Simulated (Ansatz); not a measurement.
bcc Mo was calculated with rVV10 (Ansatz, a quantum-chemistry and plane-wave program, plane waves, PAW).

Numerical settings: plane-wave cutoff 520 eV, 24×24×24 k mesh, Fermi–Dirac smearing 0.05 eV, no spin polarisation, scalar-relativistic PAW data made under PBE.

Equation-of-state points:

```json
[
 {"V (Å³/atom)": "15.164", "E − E_lowest (meV/atom)": "51.08", "P (GPa)": "17.84"},
 {"V (Å³/atom)": "15.486", "E − E_lowest (meV/atom)": "21.90", "P (GPa)": "11.26"},
 {"V (Å³/atom)": "15.809", "E − E_lowest (meV/atom)": "5.29", "P (GPa)": "5.34"},
 {"V (Å³/atom)": "16.132", "E − E_lowest (meV/atom)": "0.00", "P (GPa)": "0.01"},
 {"V (Å³/atom)": "16.454", "E − E_lowest (meV/atom)": "4.90", "P (GPa)": "-4.79"},
 {"V (Å³/atom)": "16.777", "E − E_lowest (meV/atom)": "18.97", "P (GPa)": "-9.11"},
 {"V (Å³/atom)": "17.100", "E − E_lowest (meV/atom)": "41.31", "P (GPa)": "-13.00"}
]
```

**Question.** Estimate the bulk modulus from the pressures at 15.809 and 16.454 Å³/atom, and compare it with a fit to all energies.

**Answer.** B = −V dP/dV. Between V = 15.809 and 16.454 Å³/atom, dP/dV = (-4.79 − (5.34))/(16.454 − 15.809) = -15.7 GPa per Å³/atom; at the midpoint 16.131 Å³/atom this gives B ≈ 253 GPa. The third-order Birch–Murnaghan fit gives V0 = 16.132 Å³/atom, B0 = 253 GPa, B′ = 4.2, which lies within 1 % of that estimate.

Measured, for comparison: bulk modulus 265 GPa (zero-point energy and finite temperature contributions removed, our sources range from 265 to 278; as tabulated in doi:10.1021/acs.jctc.3c00612); equilibrium volume per atom 15.49 Å³/atom (static lattice: zero-point anharmonic expansion removed; as tabulated in Mejia-Rodriguez and Trickey (2018), arXiv:1807.09216). Computed (rounded) less measured: bulk modulus -5 % (-5 % to -9 % over the range), equilibrium volume per atom +4.1 %.

Computed values are for the static lattice.

Cost on a shared machine: about 80 core-seconds (a rough figure).
